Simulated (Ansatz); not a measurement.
## Ansatz (development build ahead of 0.2.0) run

```yaml
crystal:
  periodic: [false, false, false]
  atoms:
    - { symbol: Si, position_ang: [-0.00353, 0.0093, -0.00101] }
    - { symbol: H, position_ang: [0.85712, 0.87062, 0.86097] }
    - { symbol: H, position_ang: [0.86634, -0.86466, -0.87037] }
    - { symbol: H, position_ang: [-0.8696, 0.86742, -0.85879] }
    - { symbol: H, position_ang: [-0.85702, -0.85585, 0.86821] }
basis:
  gaussian: { orbitals: STO-3G }
hamiltonian:
  xc: hf
correlation:
  method: mp2
  frozen_orbitals: { H: 0, Si: 5 }
```

The input is written out in the form of the current development build from the run's settings.

Output:

| Item | Value |
| --- | --- |
| Converged | yes |
| Reference energy | -287.90579 hartree |
| Correlation energy | -0.04741 hartree |
| Total energy | -287.95320 hartree |
| Spin squared of the determinant | 0.000 |
